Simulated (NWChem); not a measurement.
# Correlation energy of H$_{2}$N

```
N
H 1 1.0470
H 1 1.0470 2 100.10
```
Charge 0, spin multiplicity 2.

All runs are NWChem calculations. All single points use one geometry, from UPBE/def2-SVP, a minimum by its harmonic frequencies.

Basis set: def2-SVP. Each correlation energy counts from its own Hartree-Fock reference.

The correlated methods keep 1 core orbital frozen. The structure started from a generated list of species. The unpaired electrons of the parent sit in orbitals of symmetry b2 (C2v labels of the run); other states weren't searched. The stability of the SCF solutions was not checked. Open-shell Hartree-Fock references start from PBE0 orbitals. Coupled-cluster values serve here as a point of comparison, not as the truth.

Order these methods by the correlation energy they give, lowest first: CCSD(T) on UHF, SCS-UMP2, CCSD on ROHF, UMP2, CCSD[T] on ROHF.

CCSD[T] on ROHF (-171.1 mHa), CCSD on ROHF (-168.1 mHa), CCSD(T) on UHF (-166.7 mHa), SCS-UMP2 (-146.1 mHa), UMP2 (-144.7 mHa)
